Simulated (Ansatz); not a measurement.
Ansatz (a program for electronic structure) input (B3LYP-D3(BJ)/def2-TZVP):

Ansatz 0.2 input:
```yaml
crystal:
  periodic: [false, false, false]
  atoms:
    - {symbol: C, position_ang: [-0.00304570, -0.15641480, 2.06744886]}
    - {symbol: C, position_ang: [-0.00102067, -0.05592749, 0.70608771]}
    - {symbol: C, position_ang: [0.00080695, 0.03228757, -0.51321328]}
    - {symbol: C, position_ang: [0.00285697, 0.15186452, -1.95874397]}
    - {symbol: H, position_ang: [-0.93121596, -0.20490266, 2.62122401]}
    - {symbol: H, position_ang: [0.92347531, -0.19046764, 2.62504838]}
    - {symbol: H, position_ang: [-0.00468476, 1.20230164, -2.26611604]}
    - {symbol: H, position_ang: [0.89181721, -0.31201186, -2.39299250]}
    - {symbol: H, position_ang: [-0.87697708, -0.32577834, -2.39663976]}
basis:
  gaussian:
    orbitals: def2-TZVP
hamiltonian:
  xc: b3lyp
  dispersion: d3bj
magnetization: {spin_polarized: true, initial_magnetization: 1}
phonons: {temperatures: {t_min: 298.15, t_max: 298.15, t_step: 100}}
```

Output:

```
Functional definition: B3LYP
integrals: 0.05 GiB planned
940 factors; their error is unknown
mean field: 0.70 GiB planned
mean field evaluation 1: about -4220.0922 eV, gradient 4.1e1 eV
mean field evaluation 2: about -4219.2728 eV, gradient 4.2e1 eV
mean field evaluation 4: about -4228.3974 eV, gradient 3.4e0 eV
mean field evaluation 8: about -4228.4523 eV, gradient 1.1e-1 eV
mean field evaluation 16: about -4228.4427 eV, gradient 6.0e-4 eV
mean field -4228.44273658 eV, -155.3924044279 hartree, gradient 3.1e-5 eV, S^2 0.768547; 0 other end points of the search recorded, 0 dependent functions left out
the calculation of the forces begins
reference -4228.44299453 eV, -155.3924139074 hartree; 15, 14 occupied and 139, 140 virtual orbitals, 940 factors
these checks for a lower state are left out or cut short: stability, starts, cluster_reference, orbital_swaps, neighbouring_geometries, increment
integrals: 0.05 GiB planned
940 factors; their error is unknown
mean field: 0.70 GiB planned
mean field -4228.44272085 eV, -155.3924038500 hartree, gradient 1.7e-6 eV, S^2 0.768547; 0 other end points of the search recorded, 0 dependent functions left out
the calculation of the forces begins
reference -4228.44297881 eV, -155.3924133297 hartree; 15, 14 occupied and 139, 140 virtual orbitals, 940 factors
these checks for a lower state are left out or cut short: stability, starts, cluster_reference, orbital_swaps, neighbouring_geometries, increment
integrals: 0.05 GiB planned
940 factors; their error is unknown
mean field: 0.70 GiB planned
mean field evaluation 32: about -4228.4427 eV, gradient 2.9e-4 eV
mean field -4228.44271492 eV, -155.3924036319 hartree, gradient 1.7e-6 eV, S^2 0.768548; 0 other end points of the search recorded, 0 dependent functions left out
the calculation of the forces begins
reference -4228.44297287 eV, -155.3924131113 hartree; 15, 14 occupied and 139, 140 virtual orbitals, 940 factors
these checks for a lower state are left out or cut short: stability, starts, cluster_reference, orbital_swaps, neighbouring_geometries, increment
integrals: 0.05 GiB planned
940 factors; their error is unknown
mean field: 0.70 GiB planned
mean field -4228.44252144 eV, -155.3923965215 hartree, gradient 1.7e-6 eV, S^2 0.768552; 0 other end points of the search recorded, 0 dependent functions left out
the calculation of the forces begins
reference -4228.44277943 eV, -155.3924060025 hartree; 15, 14 occupied and 139, 140 virtual orbitals, 940 factors
these checks for a lower state are left out or cut short: stability, starts, cluster_reference, orbital_swaps, neighbouring_geometries, increment
integrals: 0.05 GiB planned
940 factors; their error is unknown
mean field: 0.70 GiB planned
mean field -4228.44257229 eV, -155.3923983903 hartree, gradient 3.1e-6 eV, S^2 0.768541; 0 other end points of the search recorded, 0 dependent functions left out
the calculation of the forces begins
reference -4228.44283020 eV, -155.3924078685 hartree; 15, 14 occupied and 139, 140 virtual orbitals, 940 factors
these checks for a lower state are left out or cut short: stability, starts, cluster_reference, orbital_swaps, neighbouring_geometries, increment
integrals: 0.05 GiB planned
940 factors; their error is unknown
mean field: 0.70 GiB planned
mean field -4228.44272028 eV, -155.3924038288 hartree, gradient 1.8e-6 eV, S^2 0.768561; 0 other end points of the search recorded, 0 dependent functions left out
the calculation of the forces begins
reference -4228.44297823 eV, -155.3924133082 hartree; 15, 14 occupied and 139, 140 virtual orbitals, 940 factors
these checks for a lower state are left out or cut short: stability, starts, cluster_reference, orbital_swaps, neighbouring_geometries, increment
integrals: 0.05 GiB planned
[...]
these checks for a lower state are left out or cut short: stability, starts, cluster_reference, orbital_swaps, neighbouring_geometries, increment
integrals: 0.05 GiB planned
940 factors; their error is unknown
mean field: 0.70 GiB planned
mean field evaluation 160: about -4228.4427 eV, gradient 1.5e-6 eV
mean field -4228.44273301 eV, -155.3924042966 hartree, gradient 1.7e-6 eV, S^2 0.768547; 0 other end points of the search recorded, 0 dependent functions left out
the calculation of the forces begins
reference -4228.44299096 eV, -155.3924137760 hartree; 15, 14 occupied and 139, 140 virtual orbitals, 940 factors
these checks for a lower state are left out or cut short: stability, starts, cluster_reference, orbital_swaps, neighbouring_geometries, increment
integrals: 0.05 GiB planned
940 factors; their error is unknown
mean field: 0.70 GiB planned
mean field -4228.44273561 eV, -155.3924043923 hartree, gradient 1.7e-6 eV, S^2 0.768548; 0 other end points of the search recorded, 0 dependent functions left out
the calculation of the forces begins
reference -4228.44299357 eV, -155.3924138719 hartree; 15, 14 occupied and 139, 140 virtual orbitals, 940 factors
these checks for a lower state are left out or cut short: stability, starts, cluster_reference, orbital_swaps, neighbouring_geometries, increment
integrals: 0.05 GiB planned
940 factors; their error is unknown
mean field: 0.70 GiB planned
mean field -4228.44271433 eV, -155.3924036103 hartree, gradient 1.7e-6 eV, S^2 0.768552; 0 other end points of the search recorded, 0 dependent functions left out
the calculation of the forces begins
reference -4228.44297231 eV, -155.3924130907 hartree; 15, 14 occupied and 139, 140 virtual orbitals, 940 factors
these checks for a lower state are left out or cut short: stability, starts, cluster_reference, orbital_swaps, neighbouring_geometries, increment
integrals: 0.05 GiB planned
940 factors; their error is unknown
mean field: 0.70 GiB planned
mean field -4228.44267916 eV, -155.3924023178 hartree, gradient 1.7e-6 eV, S^2 0.768542; 0 other end points of the search recorded, 0 dependent functions left out
the calculation of the forces begins
reference -4228.44293709 eV, -155.3924117964 hartree; 15, 14 occupied and 139, 140 virtual orbitals, 940 factors
these checks for a lower state are left out or cut short: stability, starts, cluster_reference, orbital_swaps, neighbouring_geometries, increment
integrals: 0.05 GiB planned
940 factors; their error is unknown
mean field: 0.70 GiB planned
mean field -4228.44263560 eV, -155.3924007169 hartree, gradient 1.7e-6 eV, S^2 0.768546; 0 other end points of the search recorded, 0 dependent functions left out
the calculation of the forces begins
reference -4228.44289349 eV, -155.3924101944 hartree; 15, 14 occupied and 139, 140 virtual orbitals, 940 factors
these checks for a lower state are left out or cut short: stability, starts, cluster_reference, orbital_swaps, neighbouring_geometries, increment
integrals: 0.05 GiB planned
940 factors; their error is unknown
mean field: 0.70 GiB planned
mean field evaluation 192: about -4228.4521 eV, gradient 3.0e-4 eV
mean field -4228.44265167 eV, -155.3924013074 hartree, gradient 1.7e-6 eV, S^2 0.768549; 0 other end points of the search recorded, 0 dependent functions left out
the calculation of the forces begins
reference -4228.44290967 eV, -155.3924107889 hartree; 15, 14 occupied and 139, 140 virtual orbitals, 940 factors
these checks for a lower state are left out or cut short: stability, starts, cluster_reference, orbital_swaps, neighbouring_geometries, increment
integrals: 0.05 GiB planned
940 factors; their error is unknown
mean field: 0.70 GiB planned
mean field -4228.44273121 eV, -155.3924042306 hartree, gradient 1.7e-6 eV, S^2 0.768550; 0 other end points of the search recorded, 0 dependent functions left out
the calculation of the forces begins
reference -4228.44298921 eV, -155.3924137117 hartree; 15, 14 occupied and 139, 140 virtual orbitals, 940 factors
these checks for a lower state are left out or cut short: stability, starts, cluster_reference, orbital_swaps, neighbouring_geometries, increment
integrals: 0.05 GiB planned
940 factors; their error is unknown
mean field: 0.70 GiB planned
mean field -4228.44270709 eV, -155.3924033443 hartree, gradient 1.7e-6 eV, S^2 0.768544; 0 other end points of the search recorded, 0 dependent functions left out
the calculation of the forces begins
reference -4228.44296500 eV, -155.3924128222 hartree; 15, 14 occupied and 139, 140 virtual orbitals, 940 factors
these checks for a lower state are left out or cut short: stability, starts, cluster_reference, orbital_swaps, neighbouring_geometries, increment
integrals: 0.05 GiB planned
940 factors; their error is unknown
mean field: 0.70 GiB planned
mean field -4228.44267084 eV, -155.3924020119 hartree, gradient 1.7e-6 eV, S^2 0.768547; 0 other end points of the search recorded, 0 dependent functions left out
the calculation of the forces begins
reference -4228.44292884 eV, -155.3924114935 hartree; 15, 14 occupied and 139, 140 virtual orbitals, 940 factors
these checks for a lower state are left out or cut short: stability, starts, cluster_reference, orbital_swaps, neighbouring_geometries, increment
integrals: 0.05 GiB planned
940 factors; their error is unknown
mean field: 0.70 GiB planned
mean field evaluation 224: about -4228.4427 eV, gradient 5.4e-3 eV
mean field -4228.44265894 eV, -155.3924015747 hartree, gradient 1.7e-6 eV, S^2 0.768548; 0 other end points of the search recorded, 0 dependent functions left out
the calculation of the forces begins
reference -4228.44291684 eV, -155.3924110522 hartree; 15, 14 occupied and 139, 140 virtual orbitals, 940 factors
these checks for a lower state are left out or cut short: stability, starts, cluster_reference, orbital_swaps, neighbouring_geometries, increment
integrals: 0.05 GiB planned
940 factors; their error is unknown
mean field: 0.70 GiB planned
mean field -4228.44270527 eV, -155.3924032771 hartree, gradient 1.7e-6 eV, S^2 0.768546; 0 other end points of the search recorded, 0 dependent functions left out
the calculation of the forces begins
reference -4228.44296319 eV, -155.3924127557 hartree; 15, 14 occupied and 139, 140 virtual orbitals, 940 factors
these checks for a lower state are left out or cut short: stability, starts, cluster_reference, orbital_swaps, neighbouring_geometries, increment
integrals: 0.05 GiB planned
940 factors; their error is unknown
mean field: 0.70 GiB planned
mean field -4228.44270929 eV, -155.3924034251 hartree, gradient 1.7e-6 eV, S^2 0.768548; 0 other end points of the search recorded, 0 dependent functions left out
the calculation of the forces begins
reference -4228.44296727 eV, -155.3924129056 hartree; 15, 14 occupied and 139, 140 virtual orbitals, 940 factors
these checks for a lower state are left out or cut short: stability, starts, cluster_reference, orbital_swaps, neighbouring_geometries, increment
integrals: 0.05 GiB planned
940 factors; their error is unknown
mean field: 0.70 GiB planned
mean field -4228.44268960 eV, -155.3924027012 hartree, gradient 1.7e-6 eV, S^2 0.768546; 0 other end points of the search recorded, 0 dependent functions left out
the calculation of the forces begins
reference -4228.44294750 eV, -155.3924121792 hartree; 15, 14 occupied and 139, 140 virtual orbitals, 940 factors
these checks for a lower state are left out or cut short: stability, starts, cluster_reference, orbital_swaps, neighbouring_geometries, increment
integrals: 0.05 GiB planned
940 factors; their error is unknown
mean field: 0.70 GiB planned
mean field -4228.44272592 eV, -155.3924040363 hartree, gradient 1.7e-6 eV, S^2 0.768548; 0 other end points of the search recorded, 0 dependent functions left out
the calculation of the forces begins
reference -4228.44298392 eV, -155.3924135173 hartree; 15, 14 occupied and 139, 140 virtual orbitals, 940 factors
Total energy: -4228.67489263 eV, -155.4009360053 hartree
Atom 0 at    -0.003046    -0.156415     2.067449 Å, force     0.000001    -0.000080     0.000060 eV/Å
Atom 1 at    -0.001021    -0.055927     0.706088 Å, force    -0.000000     0.000061    -0.000110 eV/Å
Atom 2 at     0.000807     0.032288    -0.513213 Å, force    -0.000000     0.000051    -0.000044 eV/Å
Atom 3 at     0.002857     0.151865    -1.958744 Å, force    -0.000002     0.000262     0.000022 eV/Å
Atom 4 at    -0.931216    -0.204903     2.621224 Å, force     0.000006     0.000010     0.000028 eV/Å
Atom 5 at     0.923475    -0.190468     2.625048 Å, force    -0.000006     0.000010     0.000028 eV/Å
Atom 6 at    -0.004685     1.202302    -2.266116 Å, force     0.000001    -0.000114     0.000097 eV/Å
Atom 7 at     0.891817    -0.312012    -2.392993 Å, force     0.000013    -0.000100    -0.000040 eV/Å
Atom 8 at    -0.876977    -0.325778    -2.396640 Å, force    -0.000012    -0.000100    -0.000040 eV/Å
Dipole moment:     0.000267     0.019170    -0.201988 e Å
Vibrations: 17.74 179.84 205.71 392.43 425.24 680.26 774.41 1031.71 1033.37 1053.58 1264.13 1414.82 1470.67 1471.37 1471.78 2145.82 3013.02 3061.05 3078.01 3141.36 3226.46 cm⁻¹, zero-point energy 1.894032 eV
```

It need not be the lowest isomer of its formula.
